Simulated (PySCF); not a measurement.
## Unknown: peak-picked proton spectrum

Formula C4H8O. The spectrum was simulated from the full spin Hamiltonian at 300 MHz with 0.8 Hz Lorentzian lines, from shifts rounded to 0.01 ppm and J to 0.1 Hz, couplings under 1 Hz left out. Exchangeable protons (1H) are left uncoupled and out of the list.

Maxima in Hz from TMS (height), grouped by integral:
1H: 1213.8 (19), 1212.7 (20), 1206.5 (42), 1205.2 (75), 1204.0 (41), 1199.0 (29), 1197.8 (99), 1196.5 (99), 1195.2 (29), 1190.3 (45), 1189.0 (77), 1187.8 (45), 1181.5 (21), 1180.4 (21)
2H: 630.8 (5), 629.5 (8), 627.6 (31), 626.1 (34), 624.9 (20), 624.2 (22), 623.0 (30), 621.4 (24), 620.2 (40), 618.7 (74), 617.6 (67), 616.7 (66), 615.3 (73), 613.6 (64), 611.0 (60), 609.4 (82), 607.6 (80), 606.5 (100), 605.1 (61), 603.6 (37), 602.1 (40), 601.0 (30), 600.3 (28), 599.1 (52), 597.6 (51), 596.1 (16), 594.2 (8)
2H: 570.3 (10), 568.5 (23), 567.4 (23), 565.3 (18), 564.7 (17), 562.0 (10), 561.4 (13), 560.0 (35), 558.5 (61), 557.6 (60), 555.8 (69), 554.6 (45), 552.6 (36), 551.4 (22), 549.5 (45), 548.7 (63), 547.1 (61), 545.8 (87), 545.1 (74), 544.1 (48), 543.2 (51), 542.3 (46), 539.3 (40), 536.2 (81), 533.5 (62), 532.2 (31), 530.3 (10), 529.6 (9), 527.0 (23), 524.6 (22), 523.5 (23), 521.6 (8), 521.0 (6)
1H: 474.2 (14), 472.9 (32), 471.6 (32), 470.2 (14), 464.6 (12), 462.0 (54), 461.0 (70), 459.6 (48), 458.2 (19), 452.0 (32), 450.7 (63), 450.3 (62), 449.5 (59), 447.3 (16), 441.5 (12), 440.1 (27), 438.8 (27), 437.4 (11)
1H: 400.8 (26), 392.2 (38), 389.0 (45), 388.1 (30), 383.6 (24), 380.1 (86), 376.2 (41), 371.8 (38), 370.9 (27), 367.8 (78), 364.2 (16), 359.6 (23), 359.0 (34), 355.7 (26), 347.0 (13)

¹³C{¹H} NMR (computed): δ 68.6, 34.2, 13.0.

- shielding tensors at PBE0/pcSseg-1 (GIAO)
- geometry from PBE0-D3(BJ)/def2-SVP
- J: B3LYP/pcJ-1 (without the spin–dipole term)
- program: PySCF 2.14
- no relativistic terms, a single conformation, rapidly exchanging positions averaged, gas phase

References, each an isolated molecule treated in the same way: TMS for ¹H, ¹³C.

Q: Analyse the multiplets.

A: ¹H NMR (300 MHz, computed): δ 3.99 (m, 1H), 2.04 (m, 2H), 1.82 (m, 2H), 1.52 (m, 1H), 1.25 (m, 1H), 0.53 (br s, 1H). These are first-order names from the parameters used; overlap and second-order distortion can hide them in the list.

Q: What is the compound?

A: cyclobutanol.

Atom-mapped SMILES (the numbers label the heavy atoms): `[OH:1][CH:2]1[CH2:3][CH2:4][CH2:5]1`. Hydrogens are named by the atom that carries them. Ha(C3), Ha(C4), Ha(C5) are cis to O1 on the ring; Hb(C3), Hb(C4), Hb(C5) are trans to O1 on the ring.

δ 3.99: H(C2), hydrogen on an sp3 CH bonded to O, coupled to Ha(C3)/Ha(C5) (8.8 Hz), Hb(C3)/Hb(C5) (7.4 Hz), Ha(C4) (1.3 Hz). δ 2.04: Hb(C3)/Hb(C5), hydrogen on an sp3 CH2 in a ring, coupled to Ha(C3)/Ha(C5) (11.6 Hz), Hb(C4) (8.6 Hz), H(C2) (7.4 Hz), Ha(C4) and Ha(C3)/Ha(C5) (1.2 Hz). δ 1.82: Ha(C3)/Ha(C5), hydrogen on an sp3 CH2 in a ring, coupled to Hb(C4) (12.4 Hz), Hb(C3)/Hb(C5) (11.6 Hz), Ha(C4) (10.6 Hz), H(C2) (8.8 Hz). δ 1.52: Ha(C4), hydrogen on an sp3 CH2 in a ring, coupled to Hb(C4) (12.1 Hz), Ha(C3)/Ha(C5) (10.6 Hz), Hb(C3)/Hb(C5) and H(C2) (1.4 Hz). δ 1.25: Hb(C4), hydrogen on an sp3 CH2 in a ring, coupled to Ha(C3)/Ha(C5) and Ha(C4) (12.3 Hz), Hb(C3)/Hb(C5) (8.6 Hz). δ 0.53: H(O1), hydrogen on an alcohol oxygen.

The shifts were computed for this structure.

OH and NH positions are those of a molecule without intermolecular hydrogen bonds; in solution they move with solvent, concentration and temperature, and exchange usually removes their couplings. Multiplet labels drop couplings under 1 Hz and merge nearly equal ones. Couplings among chemically equivalent protons are left out too, so labels in AA′BB′ or AA′XX′ sets are apparent multiplicities. Unscaled 3J(H,H) at this level run about 10 % above measured values. Shifts are as computed. Against solution values, carbons near 30 ppm lie about +2 ppm off and those near 130 ppm about +5 ppm. Of 1211 compounds with measured shifts, 218 miss one by over three times the rms of a fit or turn the order of signals round; such compounds aren't used in these exercises. Couplings to exchangeable protons are dropped. Only one conformer was computed, so three-bond couplings in flexible chains and rings are approximate.
